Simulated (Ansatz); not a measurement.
```xyz
4

N     0.0001    0.5500    4.3000
N    -0.0001   -0.5500    4.3000
H     0.3700    0.0000    0.0000
H    -0.3700    0.0000    0.0000
```

RHF on singlet N₂H₂ in separate pieces was run in several spherical basis sets with Ansatz (development build ahead of 0.2.0).

Task: Rank the basis sets by the total energy that they give, lowest first, with the distance from the lowest.
A. cc-pVDZ
B. def2-SVP
C. 6-31G

Result: A (0.00 eV), C (2.40 eV), B (2.77 eV).

Totals follow the description of the cores as much as that of the bonds, so this order isn't one of quality for chemistry.
